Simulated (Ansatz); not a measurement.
Ideal-gas functions of CHF3S (`FC(F)(F)S`) at 298.15 K and 1 bar, from an Ansatz frequency run at PBE0-D4/def2-TZVP.

Molar mass 102.08 g/mol, point group Cs (symmetry number 1), electronic degeneracy 1, moments of inertia 89.72, 154.557, 157.092 u Å². Harmonic wavenumbers (cm⁻¹, unscaled): 195, 311, 336, 459, 543, 549, 778, 911, 1148, 1184, 1227, 2722.

Use S(trans) = R[1.5 ln M + 2.5 ln T − 1.1517]; rotational temperatures θ = 24.2544 K / I; S(rot) = R[ln(√π/σ · √(T³/θAθBθC)) + 1.5]; for each mode x = 1.438777 ν̃/T, S = R[x/(eˣ − 1) − ln(1 − e⁻ˣ)] and H = RT x/(eˣ − 1); 1 cm⁻¹ = 0.0119627 kJ/mol; R = 8.31446 J/(mol·K).

Q: By hand: the entropy, in J/(mol·K).

A: Translation 166.5. Rotation: θ = 0.2703, 0.1569, 0.1544 K, giving 109.2. Vibration, mode by mode: 9.12, 5.68, 5.15, 3.22, 2.34, 2.29, 0.95, 0.56, 0.21, 0.18, 0.15, 0.00, in all 29.8. Electronic 0.0. Sum 305.5 J/(mol·K).

Q: By hand: H − E and G − E in kJ/mol, counted from the electronic energy.

A: Zero-point energy ½ × 10363 × 0.0119627 = 62.0; thermal vibration 5.7; translation, rotation and pV give 4 RT = 9.9. H − E = 77.6 kJ/mol, and G − E = 77.6 − 298.15 × 305.5/1000 = -13.5 kJ/mol.

Vibration gives 10 % of the entropy. The sum counts one conformer and one mirror image; others add a mixing term.
